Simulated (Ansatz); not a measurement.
fcc Pt was calculated with r²SCAN (PAW; Ansatz, a first-principles code).

A relaxed, unreconstructed slab of the (100) face has 8 atoms, two equal faces of 7.769 Å² each and an energy of -100292.2948 eV. A bulk cell of 2 atoms with the same orientation and in-plane k mesh has -25073.5789 eV. Energies are extrapolated to zero smearing.

Run with plane-wave cutoff 500 eV, 20×20×1 k mesh (along the axes of the cell as run), Fermi–Dirac smearing 0.1 eV, scalar-relativistic PAW data made under PBE.

Worked out: γ = (E_slab − N E_bulk per atom)/2A = [-100292.2948 − 8 × (-25073.5789/2)]/(2 × 7.769) = 0.1301 eV/Å². With 16.022 J/m² per eV/Å² this is 2.08 J/m², or 1.01 eV per surface cell and face.
